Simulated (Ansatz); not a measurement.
A CCSD(T) single point on `C=C=C1C=C1`.

```yaml
crystal:
  periodic: [false, false, false]
  atoms:
    - {symbol: C, position_ang: [0.209531, 1.286604, -1.715230]}
    - {symbol: C, position_ang: [0.088568, 0.503489, -0.677528]}
    - {symbol: C, position_ang: [-0.030888, -0.268699, 0.346830]}
    - {symbol: C, position_ang: [-0.320211, -1.535826, 0.982236]}
    - {symbol: C, position_ang: [0.019393, -0.548738, 1.765303]}
    - {symbol: H, position_ang: [-0.625881, 1.873011, -2.091303]}
    - {symbol: H, position_ang: [1.151242, 1.387670, -2.250227]}
    - {symbol: H, position_ang: [-0.612476, -2.566342, 0.864007]}
    - {symbol: H, position_ang: [0.209324, -0.177470, 2.759010]}
basis:
  gaussian: {orbitals: def2-SVP}
correlation: {method: ccsd_t}
```

```sh
$ ansatz run in.yaml --threads 2 --pin off --events-out ev --progress --plain --max-ram 4352MiB
```

Log, shortened:

```
Functional definition: HF
933 factors; integrals over basis functions are off by at most 1.3e-3 eV
mean field evaluation 1: about -5204.2601 eV, gradient 2.7e1 eV
mean field evaluation 2: about -5204.2690 eV, gradient 2.7e1 eV
mean field evaluation 4: about -5206.8771 eV, gradient 3.8e0 eV
mean field evaluation 8: about -5206.9255 eV, gradient 2.4e-4 eV
mean field -5206.92549117 eV, -191.3509824197 hartree, gradient 1.3e-6 eV, S^2 0.000000; 0 other end points of the search recorded, 0 dependent functions left out
5 core orbitals not correlated: weight in the atoms' cores, before any rotation towards them, 1.000 or more for the frozen orbitals, at most 0.000 for the correlated occupied ones
reference -5206.92549117 eV, -191.3509824197 hartree; 12, 12 occupied and 73, 73 virtual orbitals, 933 factors
second order -17.23281072 eV of doubles, -0.00000000 eV of singles
cycle   1  -17.56852235 eV  change   -3.4e-1 eV  update   1.0e-1
cycle   2  -18.09866377 eV  change   -5.3e-1 eV  update   3.5e-2
cycle   3  -18.22716087 eV  change   -1.3e-1 eV  update   1.7e-2
cycle   4  -18.22929330 eV  change   -2.1e-3 eV  update   5.2e-3
cycle   5  -18.23184063 eV  change   -2.5e-3 eV  update   1.9e-3
cycle   6  -18.23198460 eV  change   -1.4e-4 eV  update   5.3e-4
cycle   7  -18.23188273 eV  change    1.0e-4 eV  update   1.9e-4
cycle   8  -18.23189154 eV  change   -8.8e-6 eV  update   6.2e-5
cycle   9  -18.23189068 eV  change    8.6e-7 eV  update   2.1e-5
perturbative correction -0.80918065 eV, -0.0297368403 hartree
Total energy: -5225.96656250 eV, -192.0507288843 hartree
```

Hardware: 2 threads of an Intel Xeon 6975P-C on a shared host. Wall time 2.8 s, peak host memory 0.38 GiB.

MP2 recovers 90.5 % of the CCSD(T) correlation energy and the triples give 4.2 %; T1 = 0.0132.
